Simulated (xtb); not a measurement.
**C3H6FN (SMILES C/C=C(\N)F) at GFN2-xTB**

Wanted: the harmonic vibrations of C3H6FN. 

The calculation is run with xtb 6.7.1.

6 further runs of the same task are left out: 6 set aside as unsound or not needed.

**1. The system as given**

The species is C3H6FN (11 atoms), meant as a singlet with charge 0. As SMILES, `C/C=C(\N)F`. The shape was relaxed beforehand at GFN2-xTB. This is one conformer, not always the lowest.

Bond lengths: C1–C2 1.494 Å, C2–C3 1.327 Å, C3–N4 1.381 Å, C3–F5 1.359 Å, C1–H6 1.090 Å, C1–H7 1.087 Å, C1–H8 1.090 Å, C2–H9 1.078 Å, N4–H10 1.009 Å, N4–H11 1.007 Å. Some angles: C1–C2–C3 125.5°, C2–C3–N4 130.0°, C2–C3–F5 118.9°, N4–C3–F5 111.1°, C1–C2–H9 116.9°, C3–C2–H9 117.6°, C2–C1–H6 110.2°, C2–C1–H7 111.9°, C2–C1–H8 110.1°, C3–N4–H10 113.6°.

**2. Vibrational wavenumbers at GFN2-xTB**

Contents of input.inp:

```
$hess
   step=0.002
$end
```

Contents of start.xyz:

```xyz
11

C     -1.30604900    -0.57461100     0.47104800
C     -0.26760700     0.48267600     0.66239900
C      0.86437900     0.58430200    -0.02249400
N      1.38370800    -0.23666000    -1.00434400
F      1.72169400     1.59662700     0.27269700
H     -2.27560800    -0.11828400     0.27094900
H     -1.05739500    -1.24274900    -0.34901000
H     -1.40374900    -1.17224900     1.37712500
H     -0.45340000     1.21450200     1.43184600
H      2.09540100     0.20653800    -1.56600900
H      0.69862600    -0.74010200    -1.54421700
```

On the command line:

```sh
$ xtb start.xyz --hess --gfn 2 -I input.inp > start.out 2> xtb.err
```

What values should one expect? Wanted: total energy; dipole moment; HOMO energy; LUMO energy; HOMO–LUMO gap; dispersion energy; mean polarisability; lowest harmonic wavenumber; highest harmonic wavenumber.

Answer, from the run:

At GFN2-xTB:

| quantity | value |
| --- | --- |
| total energy | -17.10824 Eh |
| dipole moment | 2.76 D |
| HOMO energy | -9.86 eV |
| LUMO energy | -4.98 eV |
| HOMO–LUMO gap | 4.88 eV |
| dispersion energy | -13.07 kJ/mol |
| mean polarisability (D4 model) | 48.8 bohr³ |
| lowest harmonic wavenumber | 27 cm⁻¹ |
| highest harmonic wavenumber | 3508 cm⁻¹ |
| zero-point energy | 227.5 kJ/mol |

**Reading.** All 27 modes are real, though the softest (27 cm⁻¹) is within numerical noise. Mulliken charges run from -0.29 on N4 to +0.21 on C3.
